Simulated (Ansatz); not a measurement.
A made-up structure of CH4OS, singlet:

C1  (-0.696, 0.457, -0.267)
S2  (1.035, 0.136, -0.567)
O3  (1.263, -1.245, 0.322)
H4  (-1.306, -0.395, -0.571)
H5  (-0.948, 1.315, -0.896)
H6  (1.343, -2.172, 0.046)
H7  (1.544, -0.983, 1.205)
(Å)

It is relaxed with PBE-D4/def2-SVP and then PBE0-D4/def2-TZVP (Ansatz 0.2.0). Atoms count as bonded within 1.22 times the sum of their covalent radii (H–H: 0.88 Å). The end point is not checked to be a true minimum.

Problem. Does its bonding change? (Judge from chemistry; the calculation decides.)

Solution. Computed: Yes. Formed: none; broken: S2–O3.

Where it ends: The first stage lowers the energy by 4.47 eV in 22 steps. It ends as a complex of CH₂S ([CH2][S]) + H₂O:
C1  (-0.588, 0.446, -0.739)
S2  (0.858, 0.648, -1.400)
O3  (1.076, -1.807, 0.794)
H4  (-0.756, -0.291, 0.046)
H5  (-1.448, 1.036, -1.056)
H6  (1.395, -1.203, 0.108)
H7  (1.699, -1.716, 1.518)
(Å)

Labels in which every atom is bracketed show which atoms are joined, not bond orders.

For scale, one of the runs: PBE0-D4/def2-TZVP relaxation, 123 basis functions, launched by `ansatz run in.yaml --threads 2 --pin off --events-out ev --progress --plain --max-ram 4352MiB`. Hardware: 2 CPU threads of an Arm Neoverse V2, shared host. Wall time about 57 s.
